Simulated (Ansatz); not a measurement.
`[NH][SiH2]Cl` radical, relaxed with UKS PBE0-D4/def2-TZVP in the Gaussian-basis code of Ansatz from a PBE-D4/def2-SVP geometry. The force threshold is 0.005 eV/Å; the program also tests the step.

The species carries charge 0 and has multiplicity 2.

Start:

```xyz
6

N     0.591    0.570    1.142
Si   -0.074   -0.149   -0.321
Cl    1.461   -0.531   -1.658
H    -0.170    0.768    1.823
H    -0.759   -1.454   -0.005
H    -1.047    0.797   -0.980
```

Q: By how much does the energy fall, and how many steps does the optimiser take? (Best estimate.)

A: Computed: 0.68 kcal/mol, in 6 steps.

Q: Which bonds change most? (An estimate is asked.)

A: The calculation gave: Si2–Cl3 from 2.071 to 2.043 Å; Si2–H5 from 1.508 to 1.485 Å; Si2–H6 from 1.508 to 1.485 Å; N1–Si2 from 1.760 to 1.739 Å.

Q: Give the relaxed structure. (Best estimate.)

A: Computed: 
```xyz
6

N     0.570    0.559    1.124
Si   -0.083   -0.151   -0.324
Cl    1.439   -0.523   -1.634
H    -0.155    0.767    1.816
H    -0.743   -1.443   -0.008
H    -1.028    0.791   -0.975
```
